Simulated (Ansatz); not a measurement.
Density of states of ZrV₂ (Fd-3m, a = 7.441 Å, b = 7.441 Å, c = 7.441 Å, α = 90.00°, β = 90.00°, γ = 90.00°), in states per eV and primitive cell, averaged over bins of 0.3 eV. Computed with DFT r2SCAN, scalar-relativistic, plane waves, PAW in Ansatz.

Settings: cutoff 500 eV, Γ-centred mesh 8×8×8 on the computed 6-atom cell, Gaussian smearing of 0.10 eV; collinear spin from starting moments -0.22 -0.22 1.01 1.01 1.01 1.01 μB.

The cell is relaxed at this level. The states (both spins) are summed by tetrahedra on a 12×12×12 mesh at the self-consistent density. Energies are bin centres; the table starts no lower than −8 eV and ends at 6 eV, or lower where the solved bands end.

It is a metal at this level.

| E − E_F (eV) | total | V 3d down | V 3d up | Zr 4d down | Zr 4d up | V 4s down | V 4s up |
| --- | --- | --- | --- | --- | --- | --- | --- |
| -6.60 | 0.06 | 0.00 | 0.00 | 0.00 | 0.00 | 0.00 | 0.04 |
| -6.30 | 0.16 | 0.00 | 0.00 | 0.00 | 0.00 | 0.01 | 0.09 |
| -6.00 | 0.31 | 0.00 | 0.00 | 0.00 | 0.00 | 0.05 | 0.12 |
| -5.70 | 0.44 | 0.00 | 0.01 | 0.00 | 0.00 | 0.09 | 0.16 |
| -5.40 | 0.56 | 0.00 | 0.01 | 0.00 | 0.01 | 0.12 | 0.20 |
| -5.10 | 0.70 | 0.00 | 0.02 | 0.00 | 0.01 | 0.15 | 0.26 |
| -4.80 | 0.92 | 0.01 | 0.05 | 0.01 | 0.03 | 0.19 | 0.37 |
| -4.50 | 1.04 | 0.01 | 0.07 | 0.01 | 0.05 | 0.22 | 0.40 |
| -4.20 | 1.09 | 0.03 | 0.07 | 0.03 | 0.08 | 0.28 | 0.35 |
| -3.90 | 1.17 | 0.04 | 0.08 | 0.05 | 0.10 | 0.33 | 0.25 |
| -3.60 | 2.47 | 0.07 | 0.39 | 0.10 | 0.41 | 0.37 | 0.65 |
| -3.30 | 2.21 | 0.12 | 0.70 | 0.15 | 0.25 | 0.34 | 0.23 |
| -3.00 | 5.22 | 0.60 | 1.67 | 0.38 | 0.75 | 0.50 | 0.44 |
| -2.70 | 6.65 | 1.06 | 2.33 | 0.69 | 0.82 | 0.39 | 0.31 |
| -2.40 | 4.76 | 1.05 | 1.39 | 0.86 | 0.39 | 0.27 | 0.21 |
| -2.10 | 4.13 | 0.89 | 1.65 | 0.75 | 0.22 | 0.21 | 0.15 |
| -1.80 | 5.54 | 1.29 | 2.47 | 0.87 | 0.28 | 0.31 | 0.12 |
| -1.50 | 10.31 | 1.89 | 6.50 | 0.57 | 0.62 | 0.26 | 0.13 |
| -1.20 | 9.24 | 1.65 | 5.33 | 0.45 | 1.16 | 0.10 | 0.21 |
| -0.90 | 12.96 | 4.01 | 4.32 | 1.45 | 1.79 | 0.31 | 0.32 |
| -0.60 | 9.70 | 1.95 | 3.47 | 1.39 | 1.56 | 0.13 | 0.37 |
| -0.30 | 10.63 | 3.04 | 2.09 | 2.99 | 0.92 | 0.30 | 0.22 |
| 0.00 | 8.22 | 3.49 | 1.01 | 2.01 | 0.32 | 0.35 | 0.08 |
| 0.30 | 7.45 | 4.85 | 1.06 | 0.68 | 0.27 | 0.14 | 0.07 |
| 0.60 | 4.07 | 2.00 | 1.15 | 0.18 | 0.34 | 0.11 | 0.06 |
| 0.90 | 5.08 | 0.62 | 3.21 | 0.12 | 0.78 | 0.05 | 0.08 |
| 1.20 | 6.27 | 1.29 | 3.27 | 0.29 | 1.02 | 0.05 | 0.06 |
| 1.50 | 6.41 | 2.20 | 2.70 | 0.51 | 0.67 | 0.06 | 0.01 |
| 1.80 | 12.79 | 4.86 | 4.33 | 1.66 | 1.17 | 0.09 | 0.03 |
| 2.10 | 7.68 | 2.33 | 3.39 | 0.55 | 0.96 | 0.02 | 0.05 |
| 2.40 | 7.84 | 3.76 | 2.12 | 0.59 | 1.02 | 0.02 | 0.05 |

The columns after the total are the main Löwdin projections on the occupied valence shells of the potentials; 6 others are left out. The rest of the total lies in those, in shells that are empty in the free atom, which aren't projected, and between the atoms.

The state reached may not be the lowest one.

Only this magnetic start was tried.

Cost: 1 run of about 3 core-minutes, on Arm Neoverse V2 (shared hosts).